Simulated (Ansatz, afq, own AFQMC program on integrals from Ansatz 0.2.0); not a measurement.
## The Sn3–Br5 bond of CH$_{4}$BrClOSn, singlet, worked out

```xyz
9

C    -1.4746   -0.2534    0.1511
O    -0.2998   -0.9324   -0.2130
Sn    1.4608   -0.0629   -0.2214
Cl    1.8602    0.7520    1.9380
Br    1.3705    1.9038   -1.7308
H    -1.6915    0.6043   -0.5123
H    -1.4444    0.1153    1.1928
H    -2.3135   -0.9630    0.0682
H     2.6206   -1.2101   -0.6898
```

The molecule and both fragments are relaxed with PBE0/def2-SVP; the fragments keep their bonds.

Basis def2-SVP with its core potentials. Noble-gas cores (and the filled d shells of Ga–Kr and In–Xe) are frozen. Ansatz 0.2.0 and our own AFQMC program on the same integrals; the CISD trial comes from CCSD amplitudes, and released means the phaseless constraint is let go. Error bars are statistical, one sigma. No spin–orbit coupling.

Total energies in eV. CBS is CCSD(T) at the limit of def2-TZVPP/QZVPP (extrapolated itself); the highest rung of each member is named.

Cautions: inner d shell frozen; no relativity below Rb; no spin-orbit coupling; CH₄BrClOSn (singlet): the released value is read at 0.90 1/Eh with a noise of 13 meV, more than in the cases checked (meV from the phaseless value at times in 1/Eh: -19 ± 10 at 0.21, -15 ± 13 at 0.42, -13 ± 14 at 0.63, 0 ± 13 at 0.90); CH₄ClOSn (doublet): the ph-AFQMC/CISD walk drifts between its halves (2.0 errors), the released value is read at 0.90 1/Eh with a noise of 14 meV, more than in the cases checked (meV from the phaseless value at times in 1/Eh: -12 ± 9 at 0.21, -15 ± 8 at 0.42, -31 ± 13 at 0.63, -27 ± 14 at 0.90).

```json
{"member": "CH₄ClOSn, doublet", "count": "+1", "CCSD(T)/def2-SVP": "-21449.9983", "highest rung in def2-SVP": "-21450.0701 ± 0.0141", "which": "released AFQMC", "CCSD(T)/CBS": "-21466.3977"}
{"member": "Br (doublet)", "count": "+1", "CCSD(T)/def2-SVP": "-69993.0138", "highest rung in def2-SVP": "-69993.0230", "which": "FCI", "CCSD(T)/CBS": "-70005.1209"}
{"member": "CH₄BrClOSn, singlet", "count": "-1", "CCSD(T)/def2-SVP": "-91446.2715", "highest rung in def2-SVP": "-91446.3439 ± 0.0127", "which": "released AFQMC", "CCSD(T)/CBS": "-91475.1514"}
```

Problem. Work out the best estimate of the bond energy: the CCSD(T)/CBS difference plus the step from CCSD(T) to the highest rung.

Solution. Sums with the counts: CCSD(T)/CBS 3.6328 eV, highest rung 3.2508 eV, CCSD(T)/def2-SVP 3.2594 eV. The step is 3.2508 − 3.2594 = -0.0086 eV, so the best estimate is 3.6328 + (-0.0086) = 3.6242 eV = 83.6 kcal/mol, with sampling noise 0.019 eV. The step is under twice that noise, so its sign is open. The basis set is worth 0.373 eV of it. Zero-point, core-correlation and spin–orbit terms aren't in it. Past Ne the Hartree–Fock part of each CBS total tends to overshoot, since the cores don't follow the formula; that largely cancels in the difference.

Best estimates are given only where the step beyond CCSD(T) is under 0.3 eV and no member's determinant is very poor (T1 over 0.05, or 0.07 for open shells, ⟨S²⟩ too high by 0.3, two states mixed), so the hardest cases are missing from such tables.

Each member of a difference takes its own highest rung, so a best estimate needn't equal the limit plus the step of one row. Released energies are given only where the last usable release times agree within the noise; a slower fall can still hide under it. The exponents were fitted on light atoms, and def2 sets of heavy atoms don't grow evenly, so the limit is rough here.
